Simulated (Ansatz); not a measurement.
**AlBH2 (triplet): trial inputs and their diagnosis at angle Al2–B1–H3 = 68.8°**

3 inputs are run for AlBH2 (triplet) as typed; the log has to tell whether the result can be used and what must change.

Program: Ansatz 0.2.0, Gaussian basis. Level of theory: the settings change from run to run. These are calculated values, not measurements.

11 further runs of the same task are left out: 6 that didn't finish, 5 set aside as unsound or not needed.

**1. What is computed**

The geometry derives from a PBE0/def2-TZVP stationary point (not a proven minimum). One angle is set to the value named; bond lengths are kept.

4 atoms, charge 0, spin multiplicity 3.

Atoms are counted from 1 here; the program's logs count them from 0.

Bond lengths: B1–Al2 1.909 Å, B1–H3 1.183 Å, Al2–H3 1.847 Å, Al2–H4 1.571 Å. Angles: Al2–B1–H3 68.8°, B1–Al2–H3 36.7°, B1–Al2–H4 180.0°, H3–Al2–H4 143.3°, B1–H3–Al2 74.5°.

**2. Attempt 1**

File in.yaml:

```yaml
crystal:
  periodic: [false, false, false]
  atoms:
    - {symbol: B, position_ang: [-1.164914, 0.000000, 0.763785]}
    - {symbol: Al, position_ang: [0.410074, 0.000000, -0.314631]}
    - {symbol: H, position_ang: [-0.188732, 0.000000, 1.432191]}
    - {symbol: H, position_ang: [1.706144, 0.000000, -1.202069]}
basis:
  gaussian: {orbitals: cc-pVDZ, point_charges: [{charge: 1.00, position_ang: [4.280, -0.005, 0.077]}]}
magnetization: {spin_polarized: false, initial_magnetization: 2}
correlation: {method: fic_mrcisd_q, electrons: outside_noble_gas, active_space: {window: {electrons: 40, orbitals: 30}}}
```

The run is started by

```
$ ansatz run in.yaml --threads 1 --pin off --events-out ev --progress --plain --max-ram 2393MiB
```

The log of the run:

```text
Functional definition: HF
  name "HF"
  cite "Fock, Z. Phys. 61, 126 (1930) doi:10.1007/BF01340294"
  parent pbe
  exchange = exact_x
  correlation = 0
401 factors; integrals over basis functions are off by at most 7.9e-4 eV
mean field evaluation 1: about -7280.0676 eV, gradient 9.2e0 eV
mean field evaluation 2: about -7280.1241 eV, gradient 9.3e0 eV
mean field evaluation 4: about -7281.3181 eV, gradient 2.8e0 eV
mean field evaluation 8: about -7281.4761 eV, gradient 6.5e-1 eV
mean field evaluation 16: about -7281.4906 eV, gradient 3.5e-6 eV
mean field -7281.49061625 eV, -267.5898445754 hartree, gradient 3.5e-6 eV, S^2 2.000000; 2 other end points of the search recorded, 0 dependent functions left out
reference -7281.49061625 eV, -267.5898445754 hartree; 11, 9 occupied and 31, 33 virtual orbitals, 401 factors
Error: 40 electrons in 30 orbitals form no window around the highest filled level of the reference
```

Wall time 0.3 s (1 thread of Intel Xeon Platinum 8488C, shared host).

Diagnosis: The run stopped with an error. The active window can't be built from these electrons and orbitals. Cure: choose counts that fit the spin, the electrons and the basis.

**3. Attempt 2**

File in.yaml:

```yaml
crystal:
  periodic: [false, false, false]
  atoms:
    - {symbol: B, position_ang: [-1.164914, 0.000000, 0.763785]}
    - {symbol: Al, position_ang: [0.410074, 0.000000, -0.314631]}
    - {symbol: H, position_ang: [-0.188732, 0.000000, 1.432191]}
    - {symbol: H, position_ang: [1.706144, 0.000000, -1.202069]}
basis:
  gaussian: {orbitals: "6-31++G**"}
magnetization: {spin_polarized: false, initial_magnetization: 2}
hamiltonian: {pseudopotentials: {relativity: scalar}}
correlation: {method: fic_mrcisd_q, electrons: valence}
```

The command is unchanged.

The log of the run:

```text
Error: this correlation method needs an active space: name one as the reference
```

Run time: 0.03 s. Hardware: 1 thread of Intel Xeon Platinum 8488C, shared host.

**Diagnosis.** The run was refused. This method needs an active space and has none. To mend it, add an active_space block.

**4. Attempt 3**

File in.yaml:

```yaml
crystal:
  periodic: [false, false, false]
  atoms:
    - {symbol: B, position_ang: [-0.616472, 0.000000, 0.404195]}
    - {symbol: Al, position_ang: [0.217011, 0.000000, -0.166503]}
    - {symbol: H, position_ang: [-0.099877, 0.000000, 0.757915]}
    - {symbol: H, position_ang: [0.902891, 0.000000, -0.636135]}
basis:
  gaussian: {orbitals: cc-pVDZ}
magnetization: {spin_polarized: true, initial_magnetization: 2}
hamiltonian: {xc: {name: B3LYP}}
correlation: {method: ccsd, electrons: valence}
scf: {lower_state_search: light}
output: {forces: true}
```

Same command.

The log of the run, cut to the lines that bear on the results:

```text
Functional definition: B3LYP
  name "B3LYP"
  cite "Stephens, Devlin, Chabalowski & Frisch, J. Phys. Chem. 98, 11623 (1994) doi:10.1021/j100096a001"
  cite "Becke, Phys. Rev. A 38, 3098 (1988) doi:10.1103/PhysRevA.38.3098"
  cite "Lee, Yang & Parr, Phys. Rev. B 37, 785 (1988) doi:10.1103/PhysRevB.37.785"
  cite "Vosko, Wilk & Nusair, Can. J. Phys. 58, 1200 (1980) doi:10.1139/p80-159"
[...]
400 factors; integrals over basis functions are off by at most 4.1e-4 eV
[...]
mean field -7243.80382175 eV, -266.2048804226 hartree, gradient 2.5e-6 eV, S^2 2.004790; 6 other end points of the search recorded, 0 dependent functions left out
6 core orbitals not correlated: weight in the atoms' cores, before any rotation towards them, 0.997 or more for the frozen orbitals, at most 0.001 for the correlated occupied ones
reference -7222.75435854 eV, -265.4313269176 hartree; 5, 3 occupied and 31, 33 virtual orbitals, 400 factors
second order -3.18046272 eV of doubles, -0.11890861 eV of singles
cycle   1  -3.85913755 eV  change   -5.6e-1 eV  update   5.1e-2
[...]
cycle  16  -4.05361493 eV  change    5.5e-8 eV  update   2.4e-7
[...]
Total energy: -7226.80797347 eV, -265.5802945188 hartree
Atom 0 at    -0.616472     0.000000     0.404195 Å, force  -140.029163    -0.000000    15.743698 eV/Å
Atom 1 at     0.217011     0.000000    -0.166503 Å, force    37.082083    -0.000000   -50.193907 eV/Å
Atom 2 at    -0.099877     0.000000     0.757915 Å, force    50.278836     0.000000    68.487427 eV/Å
Atom 3 at     0.902891     0.000000    -0.636135 Å, force    52.668243     0.000000   -34.037218 eV/Å
Dipole moment:     0.740939    -0.000000    -0.067873 e Å
```

Wall time 6 s (1 thread of Intel Xeon Platinum 8488C, shared host).

What is wrong: The run converged, which proves nothing about the input. The coordinates are scaled by the bohr-ångström factor. The shortest distance is 0.63 Å, against 1.18 Å in the geometry of step 1. Its energy belongs to another geometry. Fix: restore the coordinates in ångström.

**5. Summary**

```csv
attempt,level,ended,cause,time
1,"MRCISD+Q(40,30)/cc-pVDZ",stopped by an error,the active window can't be built from these electrons and orbitals,0.3 s
2,'fic_mrcisd_q'/6-31++G**,refused,this method needs an active space and has none,0.03 s
3,CCSD/cc-pVDZ,converged,the coordinates are scaled by the bohr-ångström factor,6 s
```

1 stopped by an error, 1 refused, 1 converged. The input that converges on a wrong geometry or spin is the dangerous one: no error points at it, so geometry and ⟨S²⟩ have to be checked.
